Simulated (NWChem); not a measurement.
The numbers come from NWChem runs, not from measurements. System: propene (C$_{3}$H$_{6}$), charge 0, spin multiplicity 1, at a geometry optimised with PBE0/def2-SVP. Level: MP2/6-31G* (spherical d), 3 core orbitals frozen.

Input file:

```
start mol
memory heap 200 mb stack 900 mb global 1100 mb
geometry units angstroms nocenter noautoz
  C      0.251373     1.216148     0.000000
  C     -0.459434    -0.096628     0.000000
  C      0.125646    -1.295327     0.000000
  H     -0.024077     1.817183    -0.882952
  H     -0.024077     1.817183     0.882952
  H      1.344067     1.088526     0.000000
  H     -1.556478    -0.050605     0.000000
  H      1.215992    -1.399611     0.000000
  H     -0.460938    -2.217837     0.000000
  symmetry group Cs
end
basis spherical
  * library 6-31g*
end
scf
  rhf
  nopen 0
  maxiter 100
  thresh 1e-7
  semidirect memsize 60000000 filesize 0
end
mp2
  freeze core 3
end
task mp2 energy
```

NWChem printed:

```
             Northwest Computational Chemistry Package (NWChem) 7.3.0
             --------------------------------------------------------

                                NWChem Input Module
                                -------------------

 Scaling coordinates for geometry "geometry" by  1.889725989
 (inverse scale =  0.529177249)

 Turning off AUTOSYM since
 SYMMETRY directive was detected!

                             Geometry "geometry" -> ""
                             -------------------------

 Output coordinates in angstroms (scale by  1.889725989 to convert to a.u.)

  No.       Tag          Charge          X              Y              Z
 ---- ---------------- ---------- -------------- -------------- --------------
    1 C                    6.0000     0.25137300     1.21614800     0.00000000
    2 C                    6.0000    -0.45943400    -0.09662800     0.00000000
    3 C                    6.0000     0.12564600    -1.29532700     0.00000000
    4 H                    1.0000    -0.02407700     1.81718300    -0.88295200
    5 H                    1.0000    -0.02407700     1.81718300     0.88295200
    6 H                    1.0000     1.34406700     1.08852600     0.00000000
    7 H                    1.0000    -1.55647800    -0.05060500     0.00000000
    8 H                    1.0000     1.21599200    -1.39961100     0.00000000
    9 H                    1.0000    -0.46093800    -2.21783700     0.00000000

 Effective nuclear repulsion energy (a.u.)      70.5701132332

            Nuclear Dipole moment (a.u.)
            ----------------------------
        X                 Y               Z
 ---------------- ---------------- ----------------
    -0.0000018897    -0.0000056692     0.0000000000

      Symmetry information
      --------------------

 Group name             Cs
 Group number              2
 Group order               2
 No. of unique centers     8

      Symmetry unique atoms

     1    2    3    4    6    7    8    9


 Summary of "ao basis" -> "" (spherical)
 ------------------------------------------------------------------------------
       Tag                 Description            Shells   Functions and Types
 ---------------- ------------------------------  ------  ---------------------
 *                           6-31g*                   on all atoms

 Summary of "ao basis" -> "ao basis" (spherical)
 ------------------------------------------------------------------------------
       Tag                 Description            Shells   Functions and Types
 ---------------- ------------------------------  ------  ---------------------
 C                           6-31g*                  6       14   3s2p1d
 H                           6-31g*                  2        2   2s

                                 NWChem SCF Module
                                 -----------------

  ao basis        = "ao basis"
  functions       =    54
  atoms           =     9
  closed shells   =    12
  open shells     =     0
  charge          =   0.00
  wavefunction    = RHF
  use symmetry    = T
  symmetry adapt  = T

 Summary of "ao basis" -> "ao basis" (spherical)
 ------------------------------------------------------------------------------
       Tag                 Description            Shells   Functions and Types
 ---------------- ------------------------------  ------  ---------------------
 C                           6-31g*                  6       14   3s2p1d
 H                           6-31g*                  2        2   2s
[...]
    19      0.362564  2 C  pz                33     -0.331042  3 C  pz
    44      0.291860  4 H  s                 46     -0.291860  5 H  s

 Vector   14  Occ=0.000000D+00  E= 2.527015D-01  Symmetry=a'
              MO Center= -4.7D-02,  5.8D-01, -4.8D-16, r^2= 5.9D+00
   Bfn.  Coefficient  Atom+Function         Bfn.  Coefficient  Atom+Function
  ----- ------------  ---------------      ----- ------------  ---------------
     6      1.967316  1 C  s                 44     -0.975709  4 H  s
    46     -0.975709  5 H  s                 48     -0.810720  6 H  s
    50     -0.809853  7 H  s                 54     -0.774939  9 H  s
    34      0.720617  3 C  s                 20      0.656161  2 C  s
    21     -0.482727  2 C  px                52     -0.476062  8 H  s

 Vector   15  Occ=0.000000D+00  E= 2.797460D-01  Symmetry=a'
              MO Center=  1.9D-01, -1.3D-01, -5.2D-18, r^2= 5.3D+00
   Bfn.  Coefficient  Atom+Function         Bfn.  Coefficient  Atom+Function
  ----- ------------  ---------------      ----- ------------  ---------------
    50     -1.244891  7 H  s                 48      1.214327  6 H  s
    52      1.066110  8 H  s                  6     -0.904544  1 C  s
    20      0.804771  2 C  s                 35     -0.678558  3 C  px
     7     -0.543171  1 C  px                54     -0.523022  9 H  s
    21     -0.433612  2 C  px                34     -0.263173  3 C  s

 center of mass
 --------------
 x =  -0.02205012 y =  -0.04703718 z =   0.00000000

 moments of inertia (a.u.)
 ------------------
         193.995627914322         -10.772872035104           0.000000000000
         -10.772872035104          39.331980633679           0.000000000000
           0.000000000000           0.000000000000         222.104401386166

  Mulliken analysis of the total density
  --------------------------------------

    Atom       Charge   Shell Charges
 -----------   ------   -------------------------------------------------------
    1 C    6     6.53   2.00  0.64  2.06  0.69  1.09  0.05
    2 C    6     6.12   2.00  0.67  1.96  0.52  0.92  0.05
    3 C    6     6.40   2.00  0.67  1.97  0.60  1.13  0.04
    4 H    1     0.83   0.52  0.31
    5 H    1     0.83   0.52  0.31
    6 H    1     0.83   0.52  0.30
    7 H    1     0.82   0.52  0.30
    8 H    1     0.83   0.52  0.31
    9 H    1     0.82   0.52  0.30

       Multipole analysis of the density wrt the origin
       ------------------------------------------------

     L   x y z        total         open         nuclear
     -   - - -        -----         ----         -------
     0   0 0 0     -0.000000      0.000000     24.000000

     1   1 0 0     -0.025681      0.000000     -0.000002
     1   0 1 0      0.121432      0.000000     -0.000006
     1   0 0 1     -0.000000      0.000000      0.000000

     2   2 0 0    -14.066344      0.000000     27.360527
     2   1 1 0     -0.155907      0.000000      6.780638
     2   1 0 1      0.000000      0.000000      0.000000
     2   0 2 0    -14.279391      0.000000    120.226378
     2   0 1 1     -0.000000      0.000000      0.000000
     2   0 0 2    -16.291714      0.000000      5.568034

                   NWChem MP2 Semi-direct Energy/Gradient Module
                   ---------------------------------------------

  Basis functions       =     54
  Molecular orbitals    =     54
  Frozen core           =      3
  Frozen virtuals       =      0
  Active alpha occupied =      9
  Active beta occupied  =      9
  Active alpha virtual  =     42
  Active beta virtual   =     42
  Use MO symmetry       = T
  Use skeleton AO sym   = T

  AO/Fock/Back tols     =   1.0D-09  1.0D-09  1.0D-09

 GA uses MA = F    GA memory limited = T

 Available:
  local mem=  1.26D+08
 global mem=  1.44D+08
 local disk=  0.00D+00
  mp2_memr nvloc                    42
  nvloc new                    42
   1 passes of   9:        3145728                      15587                   1911007.
   1 passes of   9: M    126153275           G      144173368           F     123007547.

 Semi-direct pass number   1 of   1  for RHF alpha+beta  at        0.4s
  vrange nnbf                  1483
  mp2_eaftype                    10  avail_ma_in_mb                  1099
 EAF : mp2_eaftype filesize          10     955504.
  mp2_eaf for mointskh                     10
Node 0 wrote      4.5 Mb in      0.0 s     Agg I/O rate:  2059.3 Mb/s
 Done moints_semi at        0.7s
  mp2_eaftype                    10  avail_ma_in_mb                  1089
 EAF : mp2_eaftype filesize          10     955504.
  mp2_eaf for kh                    10
 Done maket at        0.7s
 Done multipass loop at        0.7s

          -------------------------------------------
          SCF energy                -117.069361311666
          Correlation energy          -0.381738111506
          Singlet pairs               -0.249638133349
          Triplet pairs               -0.132099978157
          Total MP2 energy          -117.451099423172
          -------------------------------------------

          ---------------------------------------------------
                    Spin Component Scaled (SCS) MP2
          Same spin pairs                     -0.088066652105
          Same spin scaling factor             0.333333333333
          Opposite spin pairs                 -0.293671459401
          Opposite spin scaling fact.          1.200000000000
          SCS-MP2 correlation energy          -0.381761301983
          Total SCS-MP2 energy              -117.451122613649
          ---------------------------------------------------

 -----------------------
 Performance information
 -----------------------

 Timer overhead =  9.63D-08 seconds/call

               Nr. of calls         CPU time (s)                 Wall time (s)                GFlops
             ---------------    -------------------     ------------------------------   -------------------
Name         Min   Avg   Max    Min     Avg     Max     Min     Avg     Max   Mx/calls   Min     Max     Sum
mp2: moin     1     1     1   0.32    0.32    0.32     0.32    0.32    0.32    0.32      0.0     0.0     0.0
mp2: make     1     1     1   2.10E-2 2.10E-2 2.10E-2  2.10E-2 2.10E-2 2.10E-2 2.10E-2   0.0     0.0     0.0
mp2: tota     1     1     1   0.35    0.35    0.35     0.35    0.35    0.35    0.35      0.0     0.0     0.0

 The average no. of pstat calls per process was 3.00D+00
 with a timing overhead of 2.89D-07s

 Task  times  cpu:        0.7s     wall:        0.7s

 Total times  cpu:        0.7s     wall:        0.7s
```
